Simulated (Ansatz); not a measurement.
# C4H4: the cost of one run

Computed with Ansatz 0.2.0 through its Python package. The levels of theory stand in the script.

## Step 1: Starting point

Bond lengths: C1–C2 1.246 Å, C2–C3 1.348 Å, C2–C4 1.373 Å, C3–C4 1.231 Å, C1–H5 1.131 Å, C1–H6 1.121 Å, C3–H7 1.115 Å, C4–H8 1.062 Å. Angles: C1–C2–C3 150.7°, C1–C2–C4 155.4°, C3–C2–C4 53.8°, C2–C1–H5 122.2°, C2–C1–H6 125.5°, H5–C1–H6 112.3°, C2–C3–C4 64.1°, C2–C3–H7 153.2°, C4–C3–H7 142.7°, C2–C4–C3 62.1°, C2–C4–H8 148.3°, C3–C4–H8 149.6°.

No structure file is read: the coordinates are typed or built in the script.

## Step 2: The code

Contents of disp.py:

```python
"""Size of D3 and D4 in C4H4."""

import ansatz as az

geometry_ang = [
    ("C", (-0.7586, 1.1281, -0.154)),
    ("C", (-0.0801, 0.0924, -0.0183)),
    ("C", (1.1121, -0.5251, 0.1013)),
    ("C", (0.1228, -1.258, 0.1199)),
    ("H", (-1.8858, 1.1032, -0.2408)),
    ("H", (-0.3483, 2.1685, -0.2361)),
    ("H", (2.2242, -0.5342, 0.1819)),
    ("H", (-0.2941, -2.232, 0.1904)),
]
geometry = az.Crystal.molecule()
for symbol, xyz in geometry_ang:
    geometry = geometry.atom(symbol, xyz)

base = geometry.calculation().basis(gaussian="def2-SVP")
for name in ["r2scan", "pbe0"]:
    for correction in ("d3bj", "d4"):
        report = base.functional(name, dispersion=correction).run().report
        print(f"{name:8s} {correction:5s} total {report['free_energy_ev']:.5f} eV, of which dispersion {1000 * report['dispersion']['energy']['ev']:.2f} meV")
```

## Step 3: The calls as engine input

The package turns the script's settings into the engine's input (first run):

```yaml
crystal:
  periodic: [false, false, false]
  atoms:
    - { symbol: C, position_ang: [-0.7586, 1.1281, -0.154] }
    - { symbol: C, position_ang: [-0.0801, 0.0924, -0.0183] }
    - { symbol: C, position_ang: [1.1121, -0.5251, 0.1013] }
    - { symbol: C, position_ang: [0.1228, -1.258, 0.1199] }
    - { symbol: H, position_ang: [-1.8858, 1.1032, -0.2408] }
    - { symbol: H, position_ang: [-0.3483, 2.1685, -0.2361] }
    - { symbol: H, position_ang: [2.2242, -0.5342, 0.1819] }
    - { symbol: H, position_ang: [-0.2941, -2.232, 0.1904] }
basis:
  gaussian:
    orbitals: def2-SVP
hamiltonian:
  xc: r2scan
  dispersion: d3bj
```

## Step 4: The run

The run is started by

```
$ python disp.py
```

**Question.** How long does this script take on 1 thread of AMD EPYC 9R14 (Zen 4), shared host, and how much memory does it need?

About 4.7 s, with a peak of 0.2 GiB.
